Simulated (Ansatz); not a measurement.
# CHOSi: the cost of one run

The runs use Ansatz 0.2.0, Gaussian basis; def2-TZVPP, core rule «outside noble gas», up to 7 orbitals frozen.

Plan: UHF; ROHF; CCSD(T) on UHF.

2 further runs of the same task are left out: 2 set aside as unsound or not needed.

## (1) What is computed

The geometry is a PBE0/def2-TZVP stationary point (not a proven minimum).

4 atoms, charge 0, spin multiplicity 2.

Atoms are counted from 1 here; the program's logs count them from 0.

Bond lengths: C1–O2 1.287 Å, C1–H4 1.117 Å, O2–Si3 1.632 Å. Angles: O2–C1–H4 105.9°, C1–O2–Si3 170.9°.

## (2) UHF

The input, in.yaml:

```yaml
crystal:
  periodic: [false, false, false]
  atoms:
    - {symbol: C, position_ang: [0.000000, -0.161310, 1.776890]}
    - {symbol: O, position_ang: [0.000000, 0.032795, 0.504320]}
    - {symbol: Si, position_ang: [0.000000, 0.019652, -1.127630]}
    - {symbol: H, position_ang: [0.000000, 0.854039, 2.241729]}
basis:
  gaussian: {orbitals: def2-TZVPP}
magnetization: {spin_polarized: true, initial_magnetization: 1}
hamiltonian: {xc: hf}
output: {orbitals: {seedname: orbitals}}
```

Command:

```bash
ansatz run in.yaml --threads 1 --pin off --events-out ev --progress --plain --max-ram 4096MiB --backend cpu
```

**Question.** How long does this run take on 1 thread of AMD EPYC 7R13, shared host, and how much memory does it need?

About 13 s, with a peak of 0.28 GiB.
